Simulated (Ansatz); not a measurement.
Basis-set extrapolation for CH7NSi (`NC[SiH3]`) (PBE0-D4/def2-TZVP geometry, frozen core, Ansatz). Multiplicity 1, RHF reference.

```csv
,def2-TZVPP,def2-QZVPP
HF,-385.359524,-385.373615
MP2 correlation,-0.526171,-0.562167
CCSD(T) correlation,-0.589107,not run
```

Energies in hartree. Use E(X) = E(∞) + A·exp(−7.88·√X) for Hartree–Fock and E(X) = E(∞) + B·X^(−2.97) for correlation, with X = 3 and 4, and add CCSD(T) minus MP2 of the smaller set to the MP2 limit.

Q: What is the CCSD(T) energy at the basis-set limit?

A: HF limit: -385.373615 + (-0.014091) × 0.13774 = -385.37556. MP2 limit: -0.562167 + (-0.035996) × 0.74074 = -0.58883. Higher-order term: -0.589107 − (-0.526171) = -0.06294. Total: -386.02733 hartree, 206.6 kJ/mol below CCSD(T)/def2-TZVPP.
